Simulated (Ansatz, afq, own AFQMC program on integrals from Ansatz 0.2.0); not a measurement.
## CuCH3, singlet: AFQMC among the cluster methods

```yaml
atoms:
  - { symbol: Cu, position_ang: [-0.3108, 0.0024, 0.0019] }
  - { symbol: C, position_ang: [1.2431, -0.0096, -0.0076] }
  - { symbol: H, position_ang: [1.5857, -1.0457, -0.0046] }
  - { symbol: H, position_ang: [1.6031, 0.5088, 0.8826] }
  - { symbol: H, position_ang: [1.5921, 0.5000, -0.9073] }
```

Connectivity, by distances: Cu–CH3.

Basis def2-SVP. Only valence electrons are correlated. Ansatz 0.2.0 and our own AFQMC program on the same integrals; the CISD trial comes from CCSD amplitudes, and released means the phaseless constraint is let go. Uncertainties: one standard error, sampling alone. The metal's outer-core s and p shells are frozen, which shifts wave-function levels against functionals.

Determinant: RHF, the one that the program's search chose, which needn't be the lowest solution. The geometry is a point of a scan.

No full CI on the walks' own integrals is used here; CCSDT(Q) serves as the reference and is uncertain by about the last step of the cluster series.

Cautions: no relativity below Rb; outer-core shells of the metal frozen; higher spins were not checked.

```
T1 diagnostic                               : 0.0288
weight of the determinant in the CISD state : 0.854
size of the correlated space                : 18 electrons in 50 orbitals
```

```tsv
level	correlation energy (eV)
MP2	-13.4047
CCSD	-12.6740
CCSD(T)	-13.2443
```

(1) Estimate where AFQMC with the constraint released lies against CCSD(T) on the same integrals.

(1) 0.99 ± 0.39 mEh above CCSD(T).

Reference: CCSDT(Q), correlation energy -13.202 eV. The released energy is read at 1.50 1/Eh (meV from the phaseless value at times in 1/Eh: 12 ± 7 at 0.24, -7 ± 8 at 0.51, -16 ± 10 at 0.99, 6 ± 11 at 1.50).

```csv
level,E − E(reference) (mEh),share of correlation (%)
CCSD(T),-1.56,100.32
CCSDT,-1.70,100.35
ph-AFQMC/CISD,-0.77 ± 0.21,100.16
released AFQMC,-0.57 ± 0.39,100.12
```

A walk keeps the symmetry of its determinant, which the program's search chose and which needn't be the lowest solution, so a lower state of the same spin and another symmetry isn't excluded. Released energies are given only where the last usable release times agree within the noise; a slower fall can still hide under it.
